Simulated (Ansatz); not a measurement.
# The cluster AlGa2−: the relaxed shape and its frontier levels

What does the cluster AlGa2− look like as a singlet, and where do its frontier electrons sit?

Computed with Ansatz 0.2.0, Gaussian basis. Level: RKS PBE0-D4/def2-TZVPD.

Plan: relaxation at B3LYP-D4/def2-TZVPD; a search for the lowest solution at PBE0-D4/def2-SVP; a single point at PBE0-D4/def2-TZVPD.

1 further run of the same task is left out (set aside as unsound or not needed). Runs told in other sessions of the task aren't counted.

## Step 1: The starting structure

3 atoms, charge -1, spin multiplicity 1.

Atoms are counted from 1 here; the program's logs count them from 0.

Bond lengths: Al1–Ga2 2.448 Å, Al1–Ga3 2.447 Å, Ga2–Ga3 2.711 Å. Angles: Ga2–Al1–Ga3 67.3°, Al1–Ga2–Ga3 56.3°, Al1–Ga3–Ga2 56.4°.

The ion is computed in the gas phase, without counter-ions or solvent.

The start is a GFN1-xTB geometry.

## Step 2: Optimising with B3LYP-D4/def2-TZVPD

in.yaml

```yaml
crystal:
  periodic: [false, false, false]
  atoms:
    - {symbol: Al, position_ang: [-0.728130, 0.614560, -0.968700]}
    - {symbol: Ga, position_ang: [1.136660, 0.799880, 0.607120]}
    - {symbol: Ga, position_ang: [-0.408530, -1.414440, 0.361570]}
basis:
  gaussian: {orbitals: def2-TZVPD}
total_charge: -1
hamiltonian: {xc: {name: B3LYP}, dispersion: d4}
scf: {lower_state_search: "off"}
output: {orbitals: {seedname: orbitals}}
relax: {f_tol: 0.02, max_steps: 100}
```

On the command line:

```bash
$ ansatz run in.yaml --threads 4 --pin off --events-out ev --progress --plain --max-ram 3916MiB
```

Further steps of the session: Searching for the lowest solution, PBE0-D4/def2-SVP; Single point, PBE0-D4/def2-TZVPD.

Q: Predict the results of all the runs planned. Wanted: point group; commonest bond; HOMO, LUMO at PBE0-D4/def2-TZVPD.

As calculated:

| quantity | value |
| --- | --- |
| point group | C2v |
| commonest bond | Al–Ga, 2 of mean length 2.533 Å |
| HOMO, LUMO at PBE0-D4/def2-TZVPD | -0.25, 1.52 eV |

What this shows: The molecule keeps its bonding pattern by the stored test; the atoms moved 0.11 Å (rms). No usable vibrations, so a minimum isn't proven. The HOMO lies nearest to Al1 34 %; Ga2, Ga3 about 33 % each and the LUMO to Ga2, Ga3 about 39 % each; Al1 22 %. Whether this spin is the lowest isn't tested here.
